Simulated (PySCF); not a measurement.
Compound: cyclopentene, C5H8.
SMILES: `C1=CCCC1`

The calculation used PySCF, TDDFT wB97X-D/def2-SVPD, vertical, gas phase, core orbitals frozen in the response. The structure is a single GFN2-xTB conformer in the gas phase; no vibrational or solvent corrections.

Each state is given a Gaussian of 0.5 eV full width at half maximum, with ε(max) = 2.175×10⁸ f / Δν̃ (Δν̃ the width in cm⁻¹). The width is an assumption, not a result. The curve ends short of the highest state used, and states not computed would add to its high-energy end.

```json
{"λ (nm)": "150.6", "ε (L mol⁻¹ cm⁻¹)": "1832"}
{"λ (nm)": "151.5", "ε (L mol⁻¹ cm⁻¹)": "1699"}
{"λ (nm)": "152.4", "ε (L mol⁻¹ cm⁻¹)": "1597"}
{"λ (nm)": "153.2", "ε (L mol⁻¹ cm⁻¹)": "1529"}
{"λ (nm)": "154.1", "ε (L mol⁻¹ cm⁻¹)": "1463"}
{"λ (nm)": "155.0", "ε (L mol⁻¹ cm⁻¹)": "1395"}
{"λ (nm)": "155.9", "ε (L mol⁻¹ cm⁻¹)": "1313"}
{"λ (nm)": "156.8", "ε (L mol⁻¹ cm⁻¹)": "1212"}
{"λ (nm)": "157.7", "ε (L mol⁻¹ cm⁻¹)": "1098"}
{"λ (nm)": "158.6", "ε (L mol⁻¹ cm⁻¹)": "986"}
{"λ (nm)": "159.5", "ε (L mol⁻¹ cm⁻¹)": "897"}
{"λ (nm)": "160.4", "ε (L mol⁻¹ cm⁻¹)": "861"}
{"λ (nm)": "161.3", "ε (L mol⁻¹ cm⁻¹)": "913"}
{"λ (nm)": "162.2", "ε (L mol⁻¹ cm⁻¹)": "1088"}
{"λ (nm)": "163.0", "ε (L mol⁻¹ cm⁻¹)": "1378"}
{"λ (nm)": "163.9", "ε (L mol⁻¹ cm⁻¹)": "1887"}
{"λ (nm)": "164.8", "ε (L mol⁻¹ cm⁻¹)": "2617"}
{"λ (nm)": "165.7", "ε (L mol⁻¹ cm⁻¹)": "3578"}
{"λ (nm)": "166.6", "ε (L mol⁻¹ cm⁻¹)": "4764"}
{"λ (nm)": "167.5", "ε (L mol⁻¹ cm⁻¹)": "6139"}
{"λ (nm)": "168.4", "ε (L mol⁻¹ cm⁻¹)": "7644"}
{"λ (nm)": "169.3", "ε (L mol⁻¹ cm⁻¹)": "9190"}
{"λ (nm)": "170.2", "ε (L mol⁻¹ cm⁻¹)": "10675"}
{"λ (nm)": "171.1", "ε (L mol⁻¹ cm⁻¹)": "11987"}
{"λ (nm)": "172.0", "ε (L mol⁻¹ cm⁻¹)": "13027"}
{"λ (nm)": "172.9", "ε (L mol⁻¹ cm⁻¹)": "13714"}
{"λ (nm)": "173.7", "ε (L mol⁻¹ cm⁻¹)": "13987"}
{"λ (nm)": "174.6", "ε (L mol⁻¹ cm⁻¹)": "13902"}
{"λ (nm)": "175.5", "ε (L mol⁻¹ cm⁻¹)": "13423"}
{"λ (nm)": "176.4", "ε (L mol⁻¹ cm⁻¹)": "12602"}
{"λ (nm)": "177.3", "ε (L mol⁻¹ cm⁻¹)": "11515"}
{"λ (nm)": "178.2", "ε (L mol⁻¹ cm⁻¹)": "10249"}
{"λ (nm)": "179.1", "ε (L mol⁻¹ cm⁻¹)": "8894"}
{"λ (nm)": "180.0", "ε (L mol⁻¹ cm⁻¹)": "7532"}
{"λ (nm)": "180.9", "ε (L mol⁻¹ cm⁻¹)": "6230"}
{"λ (nm)": "181.8", "ε (L mol⁻¹ cm⁻¹)": "5037"}
{"λ (nm)": "182.7", "ε (L mol⁻¹ cm⁻¹)": "3984"}
{"λ (nm)": "183.5", "ε (L mol⁻¹ cm⁻¹)": "3177"}
{"λ (nm)": "184.4", "ε (L mol⁻¹ cm⁻¹)": "2416"}
{"λ (nm)": "185.3", "ε (L mol⁻¹ cm⁻¹)": "1801"}
{"λ (nm)": "186.2", "ε (L mol⁻¹ cm⁻¹)": "1318"}
{"λ (nm)": "187.1", "ε (L mol⁻¹ cm⁻¹)": "947"}
{"λ (nm)": "188.0", "ε (L mol⁻¹ cm⁻¹)": "668"}
{"λ (nm)": "188.9", "ε (L mol⁻¹ cm⁻¹)": "464"}
{"λ (nm)": "189.8", "ε (L mol⁻¹ cm⁻¹)": "317"}
{"λ (nm)": "190.7", "ε (L mol⁻¹ cm⁻¹)": "213"}
{"λ (nm)": "191.6", "ε (L mol⁻¹ cm⁻¹)": "141"}
{"λ (nm)": "192.5", "ε (L mol⁻¹ cm⁻¹)": "92"}
{"λ (nm)": "193.3", "ε (L mol⁻¹ cm⁻¹)": "62"}
{"λ (nm)": "194.2", "ε (L mol⁻¹ cm⁻¹)": "40"}
{"λ (nm)": "195.1", "ε (L mol⁻¹ cm⁻¹)": "25"}
{"λ (nm)": "196.0", "ε (L mol⁻¹ cm⁻¹)": "16"}
{"λ (nm)": "196.9", "ε (L mol⁻¹ cm⁻¹)": "10"}
{"λ (nm)": "197.8", "ε (L mol⁻¹ cm⁻¹)": "6"}
{"λ (nm)": "198.7", "ε (L mol⁻¹ cm⁻¹)": "3"}
{"λ (nm)": "199.6", "ε (L mol⁻¹ cm⁻¹)": "2"}
```

**Question.** Where are the band maxima, and which computed states make them?

**Answer.** 174 nm (7.13 eV), ε about 14000, made up of S2 (97%) (ε in L mol⁻¹ cm⁻¹; maxima over ε = 5, shares over 10%). At its high-energy end, 8.23 eV, the curve is still rising (ε about 1800, from S3 and S5). The states used: S1 6.96 eV (f 0.0088); S2 7.13 eV (f 0.253); S3 7.98 eV (f 0.022); S4 8.01 eV (f 0.0000); S5 8.45 eV (f 0.038); S6 8.58 eV (f 0.0005); S7 8.79 eV (f 0.0011); S8 8.83 eV (f 0.020).

**Question.** What would ε be at 7.13 eV, the highest of these maxima, with half the width (0.25 eV)?

**Answer.** About 27600 L mol⁻¹ cm⁻¹ against 14000, a factor of about 1.97; a lone state at its own centre would give exactly 2.

**Question.** On this curve, what absorbance would a 10⁻⁴ mol/L sample give at 193 nm over a 1 cm path?

**Answer.** 193 nm is 6.424 eV, where ε is about 72 L mol⁻¹ cm⁻¹, so A = ε c l ≈ 0.0072 (Beer–Lambert, with the gas-phase spectrum and the assumed width).

**Question.** Coming from long wavelengths, where does ε first pass 100 L mol⁻¹ cm⁻¹?

**Answer.** At about 192 nm (6.45 eV), 0.52 eV below S1.
